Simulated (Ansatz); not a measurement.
CH6Al2 (`[AlH2][CH2][AlH2]`), relaxed with RKS PBE0-D4/def2-TZVP in Ansatz from a PBE-D4/def2-SVP geometry. The force threshold is 0.005 eV/Å; the program also tests the step.

Total charge 0; spin multiplicity 1.

Start:

```xyz
9

Al   -0.560    0.091    1.600
C     0.629    0.344    0.071
Al    0.059   -0.365   -1.657
H    -1.686    1.185    1.927
H    -0.428   -1.223    2.511
H     0.769    1.441   -0.056
H     1.597   -0.148    0.321
H    -0.815    0.545   -2.648
H     0.435   -1.869   -2.069
```

```
step  energy (eV)  largest force (eV/Å)  largest move (Å)
   1  -14321.1194                 0.385             0.000
   2  -14321.1376                 0.104             0.018
   3  -14321.1390                 0.012             0.007
   4  -14321.1390                 0.008             0.004
   5  -14321.1390                 0.001             0.001
```

End:

```xyz
9

Al   -0.554    0.092    1.591
C     0.618    0.338    0.070
Al    0.060   -0.363   -1.647
H    -1.668    1.176    1.920
H    -0.423   -1.208    2.495
H     0.761    1.419   -0.055
H     1.573   -0.143    0.318
H    -0.802    0.538   -2.632
H     0.436   -1.850   -2.060
```

Run time 12 s (2 threads of an Arm Neoverse V2 on a shared host); peak host memory 0.27 GiB.
